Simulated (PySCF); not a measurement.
nitrogen trifluoride (F3N), SMILES FN(F)F.

Coordinates come from a B3LYP-D3(BJ)/def2-TZVP optimisation.

Level of theory: TDA-PBE/def2-SVPD (PySCF 2.14.0).

Vertical excitations; the highest root listed may be one member of a degenerate set. Gas-phase values at a fixed geometry. State labels are in the subgroup Cs.

```json
[
 {"state": "S1", "symmetry": "A'", "energy (eV)": "7.64", "λ (nm)": "162", "f": "0.010", "main pairs": "HOMO→LUMO 98 %"},
 {"state": "S2", "symmetry": "A\"", "energy (eV)": "8.44", "λ (nm)": "147", "f": "0.042", "main pairs": "HOMO→LUMO+1 (degenerate set)"},
 {"state": "S3", "symmetry": "A'", "energy (eV)": "8.44", "λ (nm)": "147", "f": "0.042", "main pairs": "HOMO→LUMO+2 (degenerate set)"},
 {"state": "S4", "symmetry": "A\"", "energy (eV)": "9.25", "λ (nm)": "134", "f": "0.000", "main pairs": "HOMO−1→LUMO 86 %"},
 {"state": "S5", "symmetry": "A'", "energy (eV)": "9.33", "λ (nm)": "133", "f": "0.004", "main pairs": "HOMO−1→LUMO+1, HOMO−2→LUMO (degenerate set)"},
 {"state": "S6", "symmetry": "A\"", "energy (eV)": "9.33", "λ (nm)": "133", "f": "0.004", "main pairs": "HOMO−1→LUMO+2, HOMO−3→LUMO (degenerate set)"},
 {"state": "S7", "symmetry": "A\"", "energy (eV)": "9.65", "λ (nm)": "129", "f": "0.000", "main pairs": "HOMO−2→LUMO+1 43 %, HOMO−3→LUMO+2 43 %, HOMO−1→LUMO 12 %"},
 {"state": "S8", "symmetry": "A\"", "energy (eV)": "9.67", "λ (nm)": "128", "f": "0.002", "main pairs": "HOMO−3→LUMO+2, HOMO−2→LUMO+1, HOMO−1→LUMO+2 (degenerate set)"},
 {"state": "S9", "symmetry": "A'", "energy (eV)": "9.67", "λ (nm)": "128", "f": "0.002", "main pairs": "HOMO−2→LUMO+2, HOMO−3→LUMO+1, HOMO−1→LUMO+1 (degenerate set)"},
 {"state": "S10", "symmetry": "A'", "energy (eV)": "9.87", "λ (nm)": "126", "f": "0.008", "main pairs": "HOMO−3→LUMO+1 49 %, HOMO−2→LUMO+2 49 %"},
 {"state": "T1", "symmetry": "A\"", "energy (eV)": "6.44", "λ (nm)": "193", "f": "0", "main pairs": "HOMO→LUMO+1 (degenerate set)"},
 {"state": "T2", "symmetry": "A'", "energy (eV)": "6.44", "λ (nm)": "193", "f": "0", "main pairs": "HOMO→LUMO+2 (degenerate set)"},
 {"state": "T3", "symmetry": "A'", "energy (eV)": "6.79", "λ (nm)": "183", "f": "0", "main pairs": "HOMO→LUMO 99 %"},
 {"state": "T4", "symmetry": "A\"", "energy (eV)": "8.67", "λ (nm)": "143", "f": "0", "main pairs": "HOMO−1→LUMO 91 %"}
]
```
Triplets are in the Tamm–Dancoff approximation.
